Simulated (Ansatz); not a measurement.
Results of Hartree–Fock (PAW; Ansatz, an electronic-structure program) for hcp Sc.

Numerical settings: plane-wave cutoff 460 eV, 9×9×6 k mesh (along the axes of the cell as run), Fermi–Dirac smearing 0.05 eV, scalar-relativistic PAW data made under PBE.

Computed at the level's own relaxed cell.

Question: Give the computed lattice parameter a and c axis length.

Answer: 
- lattice parameter a = 3.488 Å
- c axis length = 5.534 Å

Measured, for comparison: lattice constant a 3.309 Å, lattice parameter c 5.268 Å (293 K, not corrected to a static lattice; as tabulated in Wikipedia's data pages). Computed (rounded) less measured: lattice constant a +5.4 %, lattice parameter c +5.0 %.
